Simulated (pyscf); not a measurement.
Optimised with ωB97X-D3(BJ)/def2-SVP in PySCF.

Task: Estimate the classical barrier height and the reaction energy of `[CH4]` + `[SiH3][O][GaH2]` → `[CH3][GaH2]` + `[OH][SiH3]` at ωB97M-D3(BJ)/def2-TZVP. The step runs on the singlet surface, breaks C–H, Ga–O and forms C–Ga, H–O; take the separated reactants as zero.

Result: ΔE‡ = 34.0 kcal/mol, ΔE = +24.6 kcal/mol. Zero-point energy shifts the barrier by -1.2 kcal/mol. It is a four-centre exchange, with an imaginary mode of 1428i cm⁻¹. On the product side the descent ends in an adduct with a Ga–O contact, 14.7 kcal/mol under the separated species and 22.2 kcal/mol under the saddle at ωB97X-D3(BJ)/def2-TZVP. What is counted as broken (Ga–O) persists as a longer contact in the product adduct; parting that adduct is a step of its own. One saddle was located; it need not be the lowest between these sides. Elements up to Kr have no core potential and no relativistic terms here.
